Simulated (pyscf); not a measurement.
Thermochemistry of product channels of `[CH3][In]` [singlet] + `[OH2]` on the singlet surface, in kcal/mol, from CCSD(T)/def2-TZVPP + ΔMP2(QZVPP) energies (ideal gas, 1 atm, RRHO with modes under 100 cm⁻¹ raised to 100, one conformer, R ln 2 for chiral ones without a mode under 150 cm⁻¹). Optimised with ωB97X-D3(BJ)/def2-SVP in PySCF. MP2 and CC: frozen core, UHF for open shells. ΔMP2 is the change of the MP2 total energy from the triple- to the quadruple-zeta basis.

```csv
products,ΔE,ΔH(298 K),ΔG(600 K),ΔG(1200 K)
`[OH][In]` [singlet] + `[CH4]`,(withheld),-28.9,-28.0,-26.6
`[CH3][InH][OH]`,(withheld),-8.7,+9.1,+25.2
```

Problem. Some entries are withheld; supply them.

Solution. 
- `[OH][In]` [singlet] + `[CH4]`, ΔE: -29.3
- `[CH3][InH][OH]`, ΔE: -7.7

These are energies of the channels, which say nothing of barriers. The CCSD(T) − MP2 part came from Ansatz, without density fitting, on the same reference. The frozen core leaves the outer d or s,p core shells of the metals and heavy elements correlated in the MP2 and CC values, and def2-TZVPP describes them poorly, which can shift differences by a few kcal/mol. Elements past Kr carry the def2 core potentials, without spin-orbit coupling.
